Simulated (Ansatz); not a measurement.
# Zr2Ir (I4/mcm)

These are results of Ansatz 0.2.0, DFT r2SCAN, scalar-relativistic, plane waves, PAW, not measurements.

Plane waves to 500 eV, a k mesh through Γ of 8×8×8 on the computed 6-atom cell and Gaussian smearing (0.10 eV); no spin polarisation.

The structure is relaxed at this level of theory with its symmetry kept. Whether it is the stable form of this composition wasn't checked.

Symmetry: I4/mcm, No. 140, tetragonal system. Conventional cell: a = 6.504 Å, b = 6.504 Å, c = 5.779 Å, α = 90.00°, β = 90.00°, γ = 90.00°. Around Zr (site symmetry m2m) lie 4 Ir at 2.80 Å and 3 Zr at 3.20 to 3.21 Å. Ir (site symmetry 422) is surrounded by 8 Zr at 2.80 Å and 2 Ir at 2.89 Å.

```json
{
  "Volume per atom": "20.37 Å³",
  "Formation energy from the elements' standard states (uncorrected)": "-0.739 eV/atom",
  "Generalised Kohn–Sham band gap": "none (metal)",
  "Density of states at the Fermi level": "5.28 states/eV per cell",
  "Löwdin character within 0.5 eV of the Fermi level": "Zr 4d 76 %, Ir 5d 11 %, unprojected 7 %",
  "Bulk modulus": "138 GPa",
  "Its pressure derivative": "3.0",
  "Bader charges (e)": "Zr (4 in the cell) 1.18, Ir (2 in the cell) -2.35"
}
```

Spin-orbit coupling is left out, which matters for the bands of heavy elements.

Cost: 9 runs of about 19 core-minutes in all, on Oxide Virtual Turin-like Processor (Zen 5) (shared hosts).